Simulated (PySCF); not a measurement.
Chlorocyclopentane, C5H9Cl.
Numbering: `[Cl:1][CH:2]1[CH2:3][CH2:4][CH2:5][CH2:6]1`

Cartesian coordinates in Å at the PBE0-D3(BJ)/def2-SVP level; atoms count from 1:
```
atom  x, y, z in Å
Cl1    1.990    0.122   -1.396
C2     1.176   -0.418    0.128
C3     0.573    0.779    0.844
C4    -0.713    1.083    0.061
C5    -1.112   -0.246   -0.624
C6    -0.041   -1.265   -0.209
H7     1.949   -0.946    0.701
H8     0.337    0.463    1.875
H9     1.267    1.628    0.911
H10   -1.504    1.472    0.719
H11   -0.518    1.859   -0.694
H12   -1.112   -0.126   -1.717
H13   -2.120   -0.581   -0.341
H14   -0.341   -1.794    0.713
H15    0.171   -2.028   -0.971
```

NICS is the negative of the GIAO shielding at a point without a nucleus: at the ring centre (0) and 1 Å above and below it (1); zz is the component along the ring normal. Level: GIAO HF/pcSseg-2 (PySCF, non-relativistic, gas phase) on the PBE0-D3(BJ)/def2-SVP geometry, one conformer.

Ring bond lengths (Å): C2–C3 1.520, C3–C4 1.536, C4–C5 1.548, C5–C6 1.536, C6–C2 1.520.

Q: Give the NICS values of each ring in ppm.

A: 
```csv
ring,type,NICS(0),"NICS(1), two faces","NICS(1)zz, two faces",rms pucker (Å),"centre to ring atoms, mean (Å)"
C2–C3–C4–C5–C6,5-membered carbocycle; formal bonds all single,-5.4,-3.6 / -4.4,-5.3 / -7.0,0.18,1.28
```

Q: What can be read from them?

A: 
- C2–C3–C4–C5–C6: mean NICS(1)zz -6.1 ppm, shielded. C2, C3, C4, C5, C6 have four or more neighbours, so the value isn't read as a sign of a π ring current.

Q: At the second NICS(1) probe listed for ring C2–C3–C4–C5–C6, 1 Å off the ring, how large is the induced field along the normal in 14.1 T applied along it?

A: NICSzz × B0 = -7.0 ppm × 14.1 T = -99 μT, against the applied field.

Q: How shielded are the nuclei of the rings and their hydrogens (means over atoms taken as equivalent)?

A: 
| atoms | environment | σ isotropic (ppm) |
| --- | --- | --- |
| C2 | sp3 C–Cl carbon | 127.7 |
| C3 (×2) | ring CH2 carbon | 155.3 |
| C4 (×2) | ring CH2 carbon | 170.9 |
| H7 | methine hydrogen | 27.67 |
| H8 (×2) | methylene hydrogen | 30.24 |
| H9 (×2) | methylene hydrogen | 29.84 |
| H10 (×2) | methylene hydrogen | 30.13 |
| H11 (×2) | methylene hydrogen | 29.82 |

Q: How do the values depend on the level or the medium?

A: 
```json
{"level": "HF/pcSseg-2, gas", "NICS(0), C2–C3–C4–C5–C6": "-5.4", "mean NICS(1)zz, C2–C3–C4–C5–C6": "-6.1"}
{"level": "PBE0/pcSseg-1, gas", "NICS(0), C2–C3–C4–C5–C6": "-5.2", "mean NICS(1)zz, C2–C3–C4–C5–C6": "-6.8"}
{"level": "BLYP/pcSseg-1, gas", "NICS(0), C2–C3–C4–C5–C6": "-4.7", "mean NICS(1)zz, C2–C3–C4–C5–C6": "-6.4"}
{"level": "BP86/pcSseg-1, gas", "NICS(0), C2–C3–C4–C5–C6": "-4.9", "mean NICS(1)zz, C2–C3–C4–C5–C6": "-6.6"}
{"level": "HF/pcSseg-1, gas", "NICS(0), C2–C3–C4–C5–C6": "-5.5", "mean NICS(1)zz, C2–C3–C4–C5–C6": "-6.8"}
{"level": "LDA/pcSseg-1, gas", "NICS(0), C2–C3–C4–C5–C6": "-5.1", "mean NICS(1)zz, C2–C3–C4–C5–C6": "-6.9"}
{"level": "OPBE/pcSseg-1, gas", "NICS(0), C2–C3–C4–C5–C6": "-5.2", "mean NICS(1)zz, C2–C3–C4–C5–C6": "-6.7"}
{"level": "PBE/pcSseg-1, gas", "NICS(0), C2–C3–C4–C5–C6": "-5.0", "mean NICS(1)zz, C2–C3–C4–C5–C6": "-6.7"}
```

The geometry is the same throughout.
